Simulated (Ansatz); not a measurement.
## Pressure series in Au

Consider Au in the fcc (Cu type) structure (space group Fm-3m, No. 225; a = 4.083 Å).

Cell and atoms are relaxed at each pressure.

All numbers come from Ansatz (a first-principles code) PBEsol, no spin-orbit coupling.

| P (GPa) | V (Å³/atom) |
|---|---|
| -2.00 | 17.225 |
| -1.00 | 17.122 |
| 1.80 | 16.852 |
| 4.21 | 16.642 |
| 9.01 | 16.266 |
| 18.01 | 15.683 |
| 30.01 | 15.071 |
| 45.01 | 14.468 |
| 60.01 | 13.980 |

Fit a third-order Birch–Murnaghan equation of state.

Least squares on P(V) = (3B₀/2)[(V₀/V)^(7/3) − (V₀/V)^(5/3)]·[1 + (3/4)(B₀′ − 4)((V₀/V)^(2/3) − 1)] gives V₀ = 17.02 Å³/atom, B₀ = 174 GPa and B₀′ = 5.7.

Measured bulk modulus of Au: 182 GPa (static lattice; corrected from measurement; as listed in Daniel Mejia-Rodriguez, S. B. Trickey, Phys. Rev. B (2018)); the computed value is 4 % below it.

Load acts through the strain it causes; cell and atoms are relaxed under it. Whether these cells are dynamically stable was not tested. No other phases were tried under pressure.
